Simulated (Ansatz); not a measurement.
Elastic constant C12 (GPa) of 37 elemental metals, computed with PBE in Ansatz (plane waves, PAW) and with PBEsol in Ansatz (plane waves, PAW). The set holds measured phases with no doubt noted on the run or the magnetic state but for the caveats below. 6 more of the class have both values but aren't in it, for one of these reasons: built or high-temperature cells, doubts on the run or the magnetic state, unlike cells, values of zero, layered or molecular crystals. Solids without a value at one level (not run, failed, or a magnetic order lost), or held back for tests, aren't counted.

Every twentieth of the way through the set, in order of the shift (worked out from unrounded values):

| solid | PBE | PBEsol | shift (%) |
|---|---|---|---|
| hcp Y | 25.0 | 24.6 | -1.8 |
| bcc Ba | 7.26 | 7.22 | -0.6 |
| bcc Na | 7.22 | 7.30 | +1.1 |
| bcc K | 3.42 | 3.51 | +2.6 |
| hcp Sc | 37.7 | 38.9 | +3.1 |
| hcp Mg | 24.2 | 25.1 | +3.6 |
| bcc Cs | 1.85 | 1.92 | +3.9 |
| bcc Rb | 2.63 | 2.77 | +5.2 |
| hcp Hf | 69.5 | 73.1 | +5.3 |
| hcp Re | 266 | 285 | +7.2 |
| fcc Sr | 9.82 | 10.7 | +9.0 |
| hcp Tc | 219 | 240 | +9.8 |
| hcp Ru | 181 | 203 | +12.5 |
| hcp Co | 169 | 194 | +14.7 |
| white tin (β-Sn) | 55.7 | 64.2 | +15.3 |
| fcc Ni | 157 | 184 | +17.3 |
| bcc Fe | 147 | 177 | +20 |
| fcc Pb | 35.7 | 43.4 | +22 |
| hcp Cd | 38.4 | 46.9 | +22 |
| fcc Au | 131 | 164 | +26 |
| hcp Tl | 24.4 | 34.1 | +40 |

The shift from PBE to PBEsol has a median of +9.0 %, and eight in ten lie between +0.9 % and +23 %; PBEsol is the larger in 34 of 37. Each level is at its own cell, so the shift holds the change of volume too.

Ansatz's runs of these crystals have no spin polarisation, but for bcc Fe, hcp Co, fcc Ni.

Density-functional runs with spin start from parallel moments for bcc Fe, parallel moments for hcp Co, parallel moments for fcc Ni.

Spin–orbit coupling is left out, also for the solids with elements from indium on (fcc Pt, hcp Os, bcc Ba, white tin (β-Sn), double-hcp La, hcp Tl, fcc Ir, hcp Re, bcc Cs, hcp Hf and 3 more); its size isn't shown.

Each level is taken at its own relaxed cell. Ansatz's density-functional and Hartree–Fock values are scalar-relativistic unless marked +SOC, with PAW data made under PBE.

Ansatz is an electronic-structure program.
